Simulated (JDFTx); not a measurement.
System: ethanol, C2H6O (SMILES CCO), charge 0, multiplicity 1; geometry: optimised with GFN2-xTB in vacuum (one conformer, no frequencies checked; largest PBE force component 0.8 eV/Å). Coordinates in Å:
```xyz
9

C     -0.819    -0.257     0.020
C      0.554     0.406    -0.007
O      1.584    -0.455     0.420
H     -1.584     0.461    -0.263
H     -1.035    -0.627     1.019
H     -0.853    -1.094    -0.676
H      0.766     0.781    -1.019
H      0.580     1.251     0.685
H      1.566    -1.251    -0.124
```

Level of theory: PBE, GBRV ultrasoft potentials, plane waves to 20/100 Ha; code: JDFTx (a modified build). Liquid: CANDLE, water, 1 M NaCl. The liquid run sits in a periodic box with 3.75 Å from the outermost atoms to the faces; the vacuum run is isolated. The box matters at about 0.01 eV. ΔG_solv is the difference of the two single-point energies, liquid minus vacuum; no corrections are added.

solvation energy: -4.4 kcal/mol
part: cavitation term of the fluid: 9.3 kcal/mol
part: dispersion term of the fluid: -8.2 kcal/mol
part: electrostatic term of the fluid: -6.9 kcal/mol
part: distortion of the solute's electrons: 1.5 kcal/mol
dipole moment in vacuum: 1.59 D
dipole moment in the liquid: 2.26 D
highest occupied level in vacuum (zero: vacuum level): -6.24 eV
highest occupied level in the liquid (zero: bulk electrolyte): -6.27 eV
volume of the model's cavity: 189.4 Å³
rough cost, vacuum and liquid run: 70 s and 80 s of core time
